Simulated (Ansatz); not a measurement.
The cluster LiAl2⁻. Charge -1, multiplicity 1. Geometry PBE0-D4/def2-TZVPD; atoms count from 1.

Cartesian coordinates in Å:
```
Li 1.2717 0.8093 -0.5885
Al -1.2291 0.6350 0.4421
Al -0.0426 -1.4443 0.1464
```

The restricted singlet is unstable: a solution with broken spin symmetry lies lower. The highest occupied level of the charge -1 singlet lies above zero (up to 0.29 eV). Its loss leaves the charge 0 doublet, which lies 0.87 eV higher (vertical, at PBE0-D4/def2-TZVPD), but this difference is unsure: the doublet is doubtful (geometry relaxed on an unsound state). The geometry of the singlet was relaxed on an unsound state (restricted singlet, unstable towards broken spin symmetry). At PBE0-D4/def2-TZVPD a triplet of charge -1 lies 0.45 eV below the restricted singlet, each at its own geometry. The structure comes from a short search, and lower isomers may exist.

Question: Estimate the Mulliken populations from the PBE0/def2-TZVPD orbitals of Ansatz.

Answer: 
```
atom  charge (e)
 Li1       -0.18
 Al2       -0.41
 Al3       -0.41
```
Mulliken values and Mayer orders depend strongly on the basis. With diffuse functions, as here, like atoms can get unlike values, and bond orders can come out too low or too high.

Question: And the Mayer bond orders between bonded heavy atoms (over 0.3)?

Answer: Li1–Al2 0.84 (2.71 Å); Li1–Al3 0.84 (2.71 Å); Al2–Al3 1.53 (2.41 Å).
